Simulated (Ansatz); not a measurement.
**How far a parabola holds: energy against volume of fcc Ca**

fcc Ca was calculated with LDA (Ansatz, a first-principles code, PAW). Numerical settings: plane-wave cutoff 520 eV, 18×18×18 k mesh, Fermi–Dirac smearing 0.05 eV, scalar-relativistic PAW data made under PBE. The cell has no free parameter but its volume, all volumes share cutoff and mesh, and the runs aren't spin-polarised. Energies are free energies at the run's smearing, counted from the lowest row; static lattice.

```
V (Å³/atom)  E (meV/atom)
-----------  ------------
36.499               3.77
37.259               0.90
38.020               0.00
38.780               0.91
39.540               3.49
40.301                  ?
```

The 5 complete rows are fitted with a parabola, E against V. With u = V - 38.0, the rows have u = -1.5010, -0.7410, 0.0200, 0.7800, 1.5400. Least squares gives E = 0.000 - 0.1336·u + 1.5709·u². Residuals (row less fit): 0.030, -0.062, 0.002, 0.058, -0.030; standard error 0.067 (degrees of freedom: 2). The fitted curve has its minimum at V = 38.0, where E = 0.00. Its curvature is d²E/dV² = 2 × 1.5709 meV/Å⁶, so B = V0·d²E/dV² × 0.1602 = 19.1 GPa.

### Question
What does the fit predict for E at V = 40.301, and how far is the calculated value from it?

### Answer
u = 2.3010, so E = 0.000 - 0.1336 × 2.3010 + 1.5709 × 2.3010² = 8.010 meV/atom. The calculation gives 7.61 meV/atom, 0.400 meV/atom below the prediction (5.3 % of the range of E in the table). The row lies outside the fitted rows, so this is an extrapolation. From the scatter of the fitted rows alone, a prediction at this place has a standard error of 0.159 meV/atom, so the miss is 2.5 times that.

The residuals are curvature that a parabola lacks, not noise. A solid that stiffens under compression and softens on expansion lies above the parabola at the compressed end and under it at the expanded end, as this row does. A third-order Birch-Murnaghan fit to the whole scan has B0 = 19.1 GPa. Only scans are tabulated whose curvature falls smoothly with volume, and where the parabola meets the shown rows within 5 % of their range and misses the end by 0.1 meV or more.

Measured, for comparison: bulk modulus 18.6 GPa (corrected for temperature and zero-point phonon effects, sources range from 15.9 to 18.7; as tabulated in Levämäki et al. (2014), arXiv:1402.3671). Computed less measured: bulk modulus +2.7 % (+2.1 % to +20 % over the range).
